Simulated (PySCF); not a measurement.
**Reproducing measurements on C4H8**

**Experimental background.**

From NIST CCCBDB Release 22 (SRD 101), experimental dipoles, for the gas: dipole moment (microwave Stark effect, vibrational ground state) 0.257 ± 0.005 D.

The runs below try to reproduce these values; the comparison stands at the end.

C4H8.
Atom-mapped SMILES: `[CH3:1]/[CH:2]=[CH:3]\[CH3:4]` (hydrogens: H5, H6, H7 on C1; H8 on C2; H9 on C3; H10, H11, H12 on C4)

Structure used (PBE0-D3(BJ)/def2-TZVP), in Å, numbered top down from 1:
```xyz
12
C4H8 angstrom
C      1.566   -0.426   -0.125
C      0.659    0.753   -0.228
C     -0.661    0.777   -0.064
C     -1.555   -0.370    0.267
H      2.291   -0.286    0.684
H      2.146   -0.552   -1.044
H      1.031   -1.356    0.066
H      1.148    1.696   -0.463
H     -1.159    1.737   -0.176
H     -1.036   -1.329    0.254
H     -1.998   -0.244    1.260
H     -2.387   -0.428   -0.440
```

The PySCF runs (gas phase, on this PBE0-D3(BJ)/def2-TZVP geometry; no spin–orbit coupling):

| level | job | basis functions | wall time |
| --- | --- | --- | --- |
| PBE0-D3(BJ)/def2-TZVP, grid level 2 | geometry optimisation from a GFN2-xTB start shaken at random | 172 | 89 s |
| PBE0/pcSseg-2 | shieldings, charges and field gradients | 256 | 26 s |
| CAM-B3LYP/aug-cc-pVTZ | 10 singlets by full TDDFT, 4 Tamm–Dancoff triplets, polarisability | 368 | 61 s |
| PBE0/aug-cc-pVTZ | 10 singlets by full TDDFT, 4 Tamm–Dancoff triplets, polarisability, dynamic polarisability | 368 | 59 s |
| wB97X-D/aug-cc-pVTZ | 10 singlets by full TDDFT, 4 Tamm–Dancoff triplets, polarisability, ΔSCF ions | 368 | 1.7 min |

Hardware: an Arm Neoverse V1 with one thread, shared host.

Results beside the measurements:

**Dipole moment.** Measured: 0.257 D (NIST CCCBDB Release 22 (SRD 101), experimental dipoles).

```tsv
level	computed (D)	computed − measured (D)
PBE0-D3(BJ)/def2-TZVP	0.240	-0.017
PBE0/pcSseg-2	0.265	+0.008
CAM-B3LYP/aug-cc-pVTZ	0.262	+0.005
PBE0/aug-cc-pVTZ	0.270	+0.013
wB97X-D/aug-cc-pVTZ	0.264	+0.007
```

The computed dipoles belong to one fixed geometry; measured ones are averaged over vibrations unless marked μe. Magnitudes are compared, not signs.

No measured geometry was used, and the causes of the misses weren't examined.
